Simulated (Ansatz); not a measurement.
The input, for Ansatz 0.2.0:

```yaml
crystal:
  periodic: [false, false, false]
  atoms:
    - {symbol: C, position_ang: [-0.074870, 0.000000, 0.000000]}
    - {symbol: H, position_ang: [0.446081, 0.000000, -0.961474]}
    - {symbol: H, position_ang: [0.446081, 0.000000, 0.961474]}
basis:
  gaussian: {orbitals: aug-cc-pVDZ, fitting: {mean_field: def2-universal-jkfit}}
total_charge: 1
magnetization: {spin_polarized: false, initial_magnetization: 1}
hamiltonian: {xc: {name: r2SCAN}}
correlation: {method: ccsdt_q_b, electrons: outside_noble_gas}
```

```sh
$ ansatz run in.yaml --threads 1 --pin off --events-out ev --progress --plain --max-ram 2393MiB
```

The program prints:

```
111 factors; integrals over basis functions are off by at most 2.8e-1 eV
mean field evaluation 1: about -1052.7155 eV, gradient 2.2e1 eV
mean field evaluation 2: about -1052.7161 eV, gradient 2.2e1 eV
mean field evaluation 4: about -1054.1321 eV, gradient 1.0e0 eV
mean field evaluation 8: about -1054.1362 eV, gradient 5.4e-3 eV
mean field -1054.13621880 eV, -38.7387915216 hartree, gradient 2.1e-6 eV, S^2 0.750000; 0 other end points of the search recorded, 0 dependent functions left out
mean field evaluation 16: about -1049.4325 eV, gradient 2.3e0 eV
1 core orbitals not correlated: weight in the atoms' cores, before any rotation towards them, 1.000 or more for the frozen orbitals, at most 0.000 for the correlated occupied ones
reference -1049.37404408 eV, -38.5637848286 hartree; 3, 2 occupied and 37, 38 virtual orbitals, 111 factors
second order -2.13943666 eV of doubles, -0.08266692 eV of singles
cycle   1  -2.62843652 eV  change   -4.1e-1 eV  update   4.1e-2
cycle   2  -2.81492398 eV  change   -1.9e-1 eV  update   1.7e-2
cycle   3  -2.82412068 eV  change   -9.2e-3 eV  update   4.9e-3
cycle   4  -2.82688858 eV  change   -2.8e-3 eV  update   1.9e-3
cycle   5  -2.82677808 eV  change    1.1e-4 eV  update   7.2e-4
cycle   6  -2.82684514 eV  change   -6.7e-5 eV  update   1.9e-4
cycle   7  -2.82694416 eV  change   -9.9e-5 eV  update   7.1e-5
cycle   8  -2.82692827 eV  change    1.6e-5 eV  update   2.4e-5
cycle   9  -2.82691326 eV  change    1.5e-5 eV  update   9.2e-6
cycle  10  -2.82691724 eV  change   -4.0e-6 eV  update   3.3e-6
cycle  11  -2.82691898 eV  change   -1.7e-6 eV  update   1.3e-6
cycle  12  -2.82691860 eV  change    3.8e-7 eV  update   4.3e-7
cycle  13  -2.82691816 eV  change    4.4e-7 eV  update   1.6e-7
perturbative correction -0.00075446 eV, -0.0000277260 hartree
Total energy: -1052.20171670 eV, -38.6676998808 hartree
```

Ran on 1 thread of Arm Neoverse V2, shared host: 9 s wall, 0.17 GiB peak host memory.
